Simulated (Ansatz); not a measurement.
Program: Ansatz. Geometries: PBE0-D4/def2-TZVP. ΔE: electronic, gas phase. CBS: MP2 limit from def2 TZ/QZ plus the TZ coupled-cluster correction, frozen cores. This one scheme is used for every species. DFT in def2-TZVPP. B3LYP here is the variant with VWN-RPA as its local correlation; programs differ in this. Each species was taken in one conformer, which may not be the lowest.

Reaction (substitution at a C–O bond): `CC(F)OC=N` + HCl → `N=CCl` + `CC(O)F`

**Question.** Is it downhill or uphill in electronic energy at CCSD(T)/CBS, and by how much? (Best estimate.)

**Answer.** Computed: Uphill: ΔE = +6.8 kcal/mol.

**Question.** What do these levels give: PBE-D4, r2SCAN-D4, B2PLYP, r2SCAN, B3LYP, HF/def2-TZVPP, CCSD/def2-TZVPP, HF/def2-QZVPP, MP2/def2-QZVPP, HF/CBS(def2), MP2/CBS(def2), CCSD/CBS(def2)? (Best estimate.)

**Answer.** The calculation gave: PBE-D4 5.5, r2SCAN-D4 6.9, B2PLYP 6.5, r2SCAN 6.6, B3LYP 5.8, HF/def2-TZVPP 8.5, CCSD/def2-TZVPP 7.7, HF/def2-QZVPP 8.5, MP2/def2-QZVPP 6.6, HF/CBS(def2) 8.5, MP2/CBS(def2) 6.3, CCSD/CBS(def2) 6.9 kcal/mol.

Largest T1 diagnostic among the species: 0.013.

In def2-TZVPP, CCSD(T) changes the Hartree–Fock value by −0.8 kcal/mol (the triples alone add −0.1 kcal/mol) and MP2 by −1.4 kcal/mol. From PBE to PBE0 (25 % exact exchange), in def2-TZVPP and without D4, ΔE moves by +1.1 kcal/mol.
